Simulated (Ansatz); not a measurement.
Consider the atomization: `[NH2][AlH]`• → Al• + 3 H• + N•.

Isolated molecules relaxed with PBE0-D4/def2-TZVP in Ansatz; ΔE leaves out vibrations. CBS: MP2 limit from def2 TZ/QZ plus the TZ coupled-cluster correction, frozen cores. This one scheme is used for every species, atoms too. Functionals use def2-TZVPP. B3LYP here is the variant with VWN-RPA as its local correlation; programs differ in this. No spin–orbit coupling; open shells (•) take unrestricted orbitals. Spin–orbit coupling would lower the free atoms: a little for Al.

CCSD(T)/CBS gives +1393.2 kJ/mol.

**Question.** Another level gave +1393.3 kJ/mol. Which?
A. B3LYP/def2-TZVPP
B. PBE-QIDH/def2-TZVPP
C. r2SCANh/def2-TZVPP
D. CAM-B3LYP-D4/def2-TZVPP

**Answer.** A. B3LYP 1393.3, CAM-B3LYP-D4 1407.5, PBE-QIDH 1366.2, r2SCANh 1384.5 kJ/mol.

Largest T1 diagnostic among the species: 0.018.

From BLYP to BHLYP (50 % exact exchange), in def2-TZVPP and without D4, ΔE moves by −41.7 kJ/mol: exact exchange takes away binding that semilocal exchange gives to molecules. In def2-TZVPP, CCSD(T) changes the Hartree–Fock value by +380.5 kJ/mol (the triples alone add +19.0 kJ/mol) and MP2 by +393.7 kJ/mol; breaking electron pairs costs correlation energy, which Hartree–Fock lacks.

For atomizations the MP2-based limit and the directly extrapolated one differ by several kJ/mol either way, and by 10 to 25 for some Ge, Se and Sn compounds, so smaller differences from it don't rank the levels.
